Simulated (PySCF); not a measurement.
## NH: removing and adding an electron

Molecule: `[NH]` (NH, triplet). Non-hydrogen atoms are numbered in `[NH:1]`.

Energies: PBE0-D3(BJ)/ma-def2-TZVP (PySCF, density fitting, integration grid level 2) on PBE0-D3(BJ)/ma-def2-SVP structures. The prefix ma- adds one diffuse s and one diffuse p function on all atoms but H. Zero-point and thermal terms (298.15 K, 1 bar) come from unscaled PBE0-D3(BJ)/ma-def2-SVP harmonic frequencies, with soft modes damped to free rotors in the entropy.

Frontier levels of the parent: HOMO -9.76 eV, LUMO -2.55 eV.

Oxidation to the radical cation:
- Vertical ionisation energy (electronic): 13.73 eV
- Adiabatic ionisation energy (with zero-point energy): 13.70 eV
- Adiabatic, electronic part: 13.71 eV
- Vertical gap at the product's structure: 13.68 eV
- Inner reorganisation energy (four-point): 49 meV
- Relaxation of product / of parent: 18 / 32 meV
- ⟨S²⟩ of the product: 0.753
- Largest spin populations: N1 1.03
- Largest changes of atomic charge: N1 0.83, H (on N1) 0.17
- Distances that move most (Å): N1–H 1.045 → 1.083

Oxidation to the quartet cation:
* Vertical ionisation energy (electronic): 13.64 eV
* Adiabatic ionisation energy (with zero-point energy): 13.56 eV
* Adiabatic, electronic part: 13.60 eV
* Vertical gap at the product's structure: 13.53 eV
* Inner reorganisation energy (four-point): 104 meV
* Relaxation of product / of parent: 41 / 64 meV
* ⟨S²⟩ of the product: 3.751
* Largest spin populations: N1 2.93
* Largest changes of atomic charge: N1 0.76, H (on N1) 0.24
* Distances that move most (Å): N1–H 1.045 → 1.102

Reduction to the radical anion:
* Vertical electron affinity (electronic): 0.21 eV
* Adiabatic electron affinity (with zero-point energy): 0.21 eV
* Adiabatic, electronic part: 0.21 eV
* Vertical gap at the product's structure: 0.21 eV
* ⟨S²⟩ of the product: 0.759
* Largest spin populations: N1 1.03
* Largest changes of atomic charge: N1 -0.90, H (on N1) -0.10

Vertical electron affinity to the quartet anion: -1.52 eV. The extra electron is not bound at this structure, the number hangs on the basis, and the ion was not relaxed.

Structures, frequencies and single points took 19 s of wall time on 1 thread of Intel Xeon Platinum 8375C @ 2.90GHz (shared host), launched as `OMP_NUM_THREADS=1 python redox_run.py task.json out`.
